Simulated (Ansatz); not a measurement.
Input for Ansatz (development build ahead of 0.2.0):

```yaml
crystal:
  periodic: [false, false, false]
  atoms:
    - { symbol: Mg, position_ang: [-0.00875, -0.04044, -0.67099] }
    - { symbol: O, position_ang: [-0.02325, 0.01561, 1.00718] }
basis:
  gaussian: { orbitals: def2-TZVP }
hamiltonian:
  xc: hf
```

The input is written out in the form of the current development build from the run's settings.

The run gave:

```yaml
Converged: yes
Total_energy: -274.37420 hartree
Spin_squared_of_the_determinant: 0.000
```

Caution: in another basis set an unrestricted determinant lies well below.
